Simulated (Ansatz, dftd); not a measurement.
Reaction: C3H5Cl (2-chloroprop-1-ene, SMILES C=C(C)Cl) → C3H5 (SMILES C=[C]C, doublet) + Cl (doublet) (the C-Cl bond breaks)
Each species at its own B3LYP-D3(BJ)/def2-TZVP minimum (Ansatz, a first-principles code).

Quantity: bond dissociation energy (electronic), in kJ/mol. UHF or UKS for unpaired electrons; spin-orbit terms are left out. Correlated methods leave the cores frozen. Rows without X2C or -DK are non-relativistic. CBS(X,Y): correlation extrapolated as X^-3, Hartree-Fock from the larger set. A bracket is a step between two methods taken in the basis named. Functionals run without relativity, which enters their misses. 'core' is core correlation in cc-pwCVTZ (1s frozen past Ne), 'X2C' scalar relativity in cc-pVTZ-DK, both at CCSD(T). The UHF reference of C3H5 (C=[C]C, doublet) is spin-contaminated (<S^2> up to 0.16 over the pure value in the sets run).

```json
[
 {"level": "PBE-D3(BJ)/def2-TZVPD", "program": "Ansatz + dftd3", "bond dissociation energy (kJ/mol)": "409.7", "difference against the last row": "2.3"},
 {"level": "PBE/def2-TZVPD", "program": "Ansatz", "bond dissociation energy (kJ/mol)": "402.8", "difference against the last row": "-4.6"},
 {"level": "r2SCAN-D4/def2-TZVPD", "program": "Ansatz + dftd4", "bond dissociation energy (kJ/mol)": "389.4", "difference against the last row": "-18.0"},
 {"level": "B3LYP-D3(BJ)/def2-TZVPD", "program": "Ansatz + dftd3", "bond dissociation energy (kJ/mol)": "385.7", "difference against the last row": "-21.7"},
 {"level": "B3LYP-D4/def2-TZVPD", "program": "Ansatz + dftd4", "bond dissociation energy (kJ/mol)": "384.6", "difference against the last row": "-22.8"},
 {"level": "CCSD(T)/cc-pV(T+d)Z", "program": "Ansatz", "bond dissociation energy (kJ/mol)": "392.1", "difference against the last row": "-15.3"},
 {"level": "CCSD(T)/CBS(cc-pV(T+d)Z,cc-pV(Q+d)Z) + core + X2C", "program": "Ansatz", "bond dissociation energy (kJ/mol)": "408.6", "difference against the last row": "1.2"},
 {"level": "CCSDT(Q)/cc-pV(D+d)Z", "program": "Ansatz", "bond dissociation energy (kJ/mol)": "372.8", "difference against the last row": "-34.6"},
 {"level": "CCSD(T)/CBS(cc-pV(T+d)Z,cc-pV(Q+d)Z) + [CCSDT(Q) - CCSD(T)]/cc-pV(D+d)Z + core + X2C", "program": "Ansatz", "bond dissociation energy (kJ/mol)": "407.4", "difference against the last row": "0.0"}
]
```
